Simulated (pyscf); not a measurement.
**Hydrogen abstraction: H₂N–AlH₂ + H• -> [H₂N–AlH]• + H₂**

Gas phase, doublet surface, charge 0. Bonds broken: Al2–H5. Bonds formed: H5–H7. Optimised with ωB97X-D3(BJ)/def2-SVP in PySCF.

Transition state (Å):

```xyz
7

N     -2.1057    -1.2945     0.7643
Al    -0.8346    -0.1278     0.3608
H     -2.0194    -2.3029     0.6831
H     -3.0301    -1.0571     1.1112
H      0.5936    -0.7424    -0.1879
H     -1.1255     1.4199     0.5427
H      1.7067    -1.3694    -0.6237
```

One imaginary mode, 696i cm⁻¹; descent along it reached the two sides named.

```csv
bond,change,reactant side (Å),saddle,product side
Al2–H5,breaks,1.585,1.649,3.8
H5–H7,forms,3.7,1.350,0.760
```

Electronic energies relative to the separated reactants (eV):

```tsv
level	barrier	reaction energy	reverse barrier
ωB97X-D3(BJ)/def2-TZVP	0.14	-0.75	0.89
PBE/def2-TZVP	-0.03	-0.91	0.88
r²SCAN/def2-TZVP	-0.09	-0.96	0.87
B3LYP-D3(BJ)/def2-TZVP	-0.04	-0.93	0.89
PBE0-D3(BJ)/def2-TZVP	0.03	-0.85	0.88
M06-2X/def2-TZVP	0.13	-0.95	1.08
ωB97M-D3(BJ)/def2-TZVP	0.14	-0.74	0.88
HF/def2-TZVP	0.42	-0.60	1.02
```

With ωB97M-D3(BJ)/def2-TZVP energies and thermal terms (ideal gas, 1 atm, RRHO with modes under 100 cm⁻¹ raised to 100, one conformer, R ln 2 for chiral ones without a mode under 150 cm⁻¹), in eV:

```
T (K)   ΔH‡   ΔG‡     ΔH     ΔG
-----  ----  ----  -----  -----
298    0.10  0.33  -0.66  -0.73
600    0.08  0.58  -0.67  -0.80
900    0.08  0.83  -0.70  -0.86
1200   0.07  1.09  -0.73  -0.90
```

At PBE, r²SCAN, B3LYP-D3(BJ) this geometry lies under the reactants; that is no barrier but a single point on another level's saddle; such a level's own saddle, if it has one, lies nearer that side and is low. This is the saddle that the search found; another between the same sides may lie lower. The angle at the transferred H is 174°.
